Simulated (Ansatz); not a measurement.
We consider body-centred tetragonal In, described by BLYP (PAW; Ansatz, a first-principles code).

Run with plane-wave cutoff 520 eV, 24×24×24 k mesh, Fermi–Dirac smearing 0.05 eV, scalar-relativistic PAW data made under PBE.

Cell (relaxed at this level):

```cif
data_In2
_chemical_formula_sum 'In2'
_space_group_name_H-M_alt 'I4/mmm'
_space_group_IT_number 139
_space_group_name_Hall '-I 4 2'
_cell_length_a 3.46279
_cell_length_b 3.46279
_cell_length_c 5.17158
_cell_angle_alpha 90.000
_cell_angle_beta 90.000
_cell_angle_gamma 90.000
loop_
_atom_site_label
_atom_site_type_symbol
_atom_site_symmetry_multiplicity
_atom_site_Wyckoff_symbol
_atom_site_fract_x
_atom_site_fract_y
_atom_site_fract_z
_atom_site_occupancy
In1 In 2 a 0.00000 0.00000 0.00000 1
```
(The calculation used a cell of 1 atom; values per cell refer to that cell.)

### Question
Estimate the bulk modulus B0 and pressure derivative B′ of the bulk modulus that the calculation returns.

### Answer

bulk modulus B0: 23.2 GPa
pressure derivative B′ of the bulk modulus: 5.2

The run finds no gap.

Measured, for comparison: bulk modulus 44.7 GPa (copied from a table, unchecked, extrapolated to 0 K and zero-point effects removed; as tabulated in Lejaeghere et al. (2013), arXiv:1204.2733). Computed (rounded) less measured: bulk modulus not scored (unchecked).

Note: the cell is over a tenth larger than the published one: the level's own overestimate first of all, though another phase or state, or a fault of the published cell, is possible; the bulk modulus comes from volumes at which shape and atoms were relaxed.

Spin–orbit coupling is not included.

Static lattice: no zero-point or thermal effects.
